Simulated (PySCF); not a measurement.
# Electronic absorption of C6H10

C6H10.
SMILES: `C=C(C)/C=C\C`

Computed with PySCF 2.14.0, density-fitted response routines, TDDFT wB97X-D/def2-SVPD, vertical, gas phase, core orbitals frozen in the response. Isolated species at its GFN2-xTB geometry (one conformer only). Torsions of this conformer, `[CH2:1]=[C:2]([CH3:3])/[CH:4]=[CH:5]\[CH3:6]`: C1–C2–C4–C5 176°.

**Question.** What does the calculation give for the low-lying excited states?

**Answer.** 

```tsv
state	E (eV)	λ (nm)	ν̃ (cm⁻¹)	f	main configurations (H = HOMO, L = LUMO)
S1	5.68	218.3	45810	0.634	H→L (98%)
S2	6.48	191.3	52260	0.0001	H→L+1 (86%)
S3	7.21	171.9	58160	0.014	H→L+4 (30%), H→L+3 (19%), H→L+2 (17%)
S4	7.27	170.6	58630	0.0020	H-2→L (62%), H→L+4 (23%), H-1→L (9%)
S5	7.31	169.7	58940	0.015	H→L+2 (24%), H→L+3 (21%), H-2→L (19%)
S6	7.38	167.9	59560	0.0069	H→L+2 (43%), H→L+3 (41%)
S7	7.65	162.0	61720	0.011	H-1→L (68%), H→L+4 (27%)
S8	8.05	154.1	64890	0.0007	H-3→L (84%)
```

Triplets (Tamm–Dancoff): T1 3.27 eV, H→L (94%); T2 5.08 eV, H-1→L (57%), H→L+4 (32%); T3 6.49 eV, H→L+1 (86%).

The lowest singlet comes at 218 nm (548 kJ/mol) in the ultraviolet; it is strong; its leading configuration is HOMO→LUMO (98%). The lowest level is also the most intense of those listed (f = 0.634). Löwdin shares by element: HOMO carbon 81% or more (atoms not listed hold the other 19%); LUMO carbon 78% or more (atoms not listed hold the other 22%). Weighted by f, the mean energy of these states is 5.80 eV. The listed states span 2.37 eV, and the widest gap between neighbours is 0.80 eV (S1 to S2). The oscillator strengths of these states sum to 0.684; summed over the whole spectrum of an exact calculation they would give the number of electrons, 46 (Thomas–Reiche–Kuhn). The window holds the lowest 8 singlets.
